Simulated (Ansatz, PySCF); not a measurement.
Species: C$_{2}$H$_{3}$O$_{2}$, charge 0, doublet. C2H3O2 (SMILES [CH2]C(=O)O, doublet).
B3LYP-D3(BJ)/def2-TZVP minimum from Ansatz (a quantum-chemistry and plane-wave program):
```
C
O 1 1.2154
O 1 1.3607 2 122.32
H 3 0.9692 1 106.70 2 0.00
C 1 1.4405 2 124.80 3 -180.00
H 5 1.0785 1 118.11 2 0.00
H 5 1.0794 6 120.76 1 -180.00
```
Charge 0, spin multiplicity 2.

Atomisation energy term by term, kcal/mol (programs: Ansatz). Open shells are spin-unrestricted; no spin-orbit coupling. Correlated methods leave the cores frozen. Rows without X2C or -DK are non-relativistic. CBS(X,Y): correlation extrapolated as X^-3, Hartree-Fock from the larger set. A bracket is a step between two methods taken in the basis named. 'core' is core correlation in cc-pwCVTZ, 'X2C' scalar relativity in cc-pVTZ-DK, both at CCSD(T). For partners of very few electrons the exact lower level stands in for a higher one. The UHF reference of C2H3O2 ([CH2]C(=O)O, doublet) is spin-contaminated (<S^2> up to 0.06 over the pure value in the sets run).

| term | basis | kcal/mol |
|---|---|---|
| Hartree-Fock | cc-pVQZ | 484.00 |
| CCSD correlation | CBS(cc-pVTZ,cc-pVQZ) | 195.79 |
| (T) | CBS(cc-pVTZ,cc-pVQZ) | 15.53 |
| CCSDT(Q) - CCSD(T) | cc-pVDZ | 1.17 |
| core correlation | cc-pwCVTZ | 2.76 |
| scalar relativity | X2C, cc-pVTZ-DK | -0.77 |
| minus zero-point energy | Hessian by PySCF at B3LYP-D3(BJ)/def2-TZVP | -30.19 |
| sum: D0 |  | 668.3 |
